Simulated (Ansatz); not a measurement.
# AlClH3N: the cost of one run

All numbers below are computed with Ansatz 0.2.0 (UKS revPBE/def2-SVP).

**1. The starting structure**

Bond lengths: Al1–Cl2 2.600 Å, Al1–N3 1.721 Å, Al1–H5 1.531 Å, N3–H6 1.006 Å. Angles: Cl2–Al1–N3 83.4°, Cl2–Al1–H5 118.9°, N3–Al1–H5 157.7°, Al1–N3–H6 149.5°.

Coordinates:

```xyz
6

Al   -0.8597    0.0052    0.3497
Cl    0.0711   -1.4035   -1.6279
N     0.7804    0.5043    0.5053
H     0.9065   -0.2542   -0.5871
H    -2.3510   -0.0846    0.6833
H     1.4527    1.2328    0.6767
```

**2. Run 1**

150 steps of 0.5 fs at constant energy, with velocities drawn for 600 K.

input.yaml reads:

```yaml
crystal:
  periodic: [false, false, false]
  atoms:
    - { symbol: Al, position_ang: [-0.8597, 0.0052, 0.3497] }
    - { symbol: Cl, position_ang: [0.0711, -1.4035, -1.6279] }
    - { symbol: "N", position_ang: [0.7804, 0.5043, 0.5053] }
    - { symbol: H, position_ang: [0.9065, -0.2542, -0.5871] }
    - { symbol: H, position_ang: [-2.351, -0.0846, 0.6833] }
    - { symbol: H, position_ang: [1.4527, 1.2328, 0.6767] }
magnetization:
  spin_polarized: true
basis:
  gaussian: { orbitals: def2-SVP }
hamiltonian:
  xc: revpbe
md:
  timestep: 0.5
  n_steps: 150
  ensemble: nve
  temperature: 600.0
  initial_velocities: maxwell_boltzmann
  seed: 107655
```

Started as:

```console
$ ansatz run input.yaml --threads 1 --pin off --max-ram 2048MiB --backend cpu --events-out ev --progress --plain --runs-dir out
```

**Question.** How long does this run take on 1 thread of an Arm CPU, shared host, and how much memory does it need?

About 5 min, with a peak of 0.12 GiB.
